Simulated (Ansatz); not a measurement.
Results of LDA (plane waves, PAW; Ansatz, a program for electronic structure) for bcc Fe.

A relaxed, unreconstructed slab of the (211) face has 12 atoms, two equal faces of 9.268 Å² each and an energy of -53035.3703 eV. A bulk cell of 6 atoms with the same orientation and in-plane k mesh has -26519.6461 eV. Energies are extrapolated to zero smearing.

Numerical settings: plane-wave cutoff 500 eV, 14×22×1 k mesh (along the axes of the cell as run), Fermi–Dirac smearing 0.1 eV, spin-polarised with parallel moments, scalar-relativistic PAW data made under PBE.

Worked out: γ = (E_slab − N E_bulk per atom)/2A = [-53035.3703 − 12 × (-26519.6461/6)]/(2 × 9.268) = 0.2116 eV/Å². With 16.022 J/m² per eV/Å² this is 3.39 J/m², or 1.96 eV per surface cell and face.

Note: a magnet's gap depends somewhat on the PAW data.
